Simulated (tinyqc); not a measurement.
Worked calculation: Pariser-Parr-Pople SCF with singles CI, for the molecule c1cc[nH]c1 (SMILES; centres numbered as the heavy atoms are written). One step of it, computed by the program tinyqc.

Problem. Iteration 1: Fock matrix. F_rr = H_rr + P_rr gamma_rr / 2 + sum_(s != r) P_ss gamma_rs; F_rs = H_rs - P_rs gamma_rs / 2; E = tr P (H + F) / 2 + core repulsion sum_(r<s) z_r z_s gamma_rs.

P at the start, order 1C, 2C, 3C, 4N, 5C:
$$\begin{pmatrix}
1.194582 & 0.641795 & -0.239649 & -0.253122 & 0.654778 \\
0.641795 & 1.194582 & 0.654778 & -0.253122 & -0.239649 \\
-0.239649 & 0.654778 & 1.196994 & 0.642197 & -0.250219 \\
-0.253122 & -0.253122 & 0.642197 & 1.216848 & 0.642197 \\
0.654778 & -0.239649 & -0.250219 & 0.642197 & 1.196994
\end{pmatrix}$$

core matrix H (eV), order 1C, 2C, 3C, 4N, 5C:
$$\begin{pmatrix}
-34.633625 & -2.390000 & 0.000000 & 0.000000 & -2.390000 \\
-2.390000 & -34.632740 & -2.390000 & 0.000000 & 0.000000 \\
0.000000 & -2.390000 & -36.444601 & -2.240000 & 0.000000 \\
0.000000 & 0.000000 & -2.240000 & -46.184019 & -2.240000 \\
-2.390000 & 0.000000 & 0.000000 & -2.240000 & -36.443595
\end{pmatrix}$$

repulsion gamma_rs (eV), order 1C, 2C, 3C, 4N, 5C:
$$\begin{pmatrix}
11.130000 & 5.344818 & 4.046371 & 4.368809 & 5.344818 \\
5.344818 & 11.130000 & 5.346212 & 4.368302 & 4.045107 \\
4.046371 & 5.346212 & 11.130000 & 5.923040 & 4.045936 \\
4.368809 & 4.368302 & 5.923040 & 16.800000 & 5.923867 \\
5.344818 & 4.045107 & 4.045936 & 5.923867 & 11.130000
\end{pmatrix}$$

Centres (angstrom, eV; a flat drawing with bonds scaled to 1.40 angstrom):
```
centre          x          y  core charge z          W   gamma_rr
1C       1.191000   0.000000              1  11.160000  11.130000
2C       0.368000   1.133000              1  11.160000  11.130000
3C      -0.963000   0.700000              1  11.160000  11.130000
4N      -0.963000  -0.700000              2  25.600000  16.800000
5C       0.368000  -1.133000              1  11.160000  11.130000
```

Give: F; pi energy.

Solution.

F (eV), order 1C, 2C, 3C, 4N, 5C:
$$\begin{pmatrix}
-5.044 & -4.105 & 0.485 & 0.553 & -4.140 \\
-4.105 & -5.043 & -4.140 & 0.553 & 0.485 \\
0.485 & -4.140 & -6.513 & -4.142 & 0.506 \\
0.553 & 0.553 & -4.142 & -11.345 & -4.142 \\
-4.140 & 0.485 & 0.506 & -4.142 & -6.514
\end{pmatrix}$$

pi energy = -86.033 eV
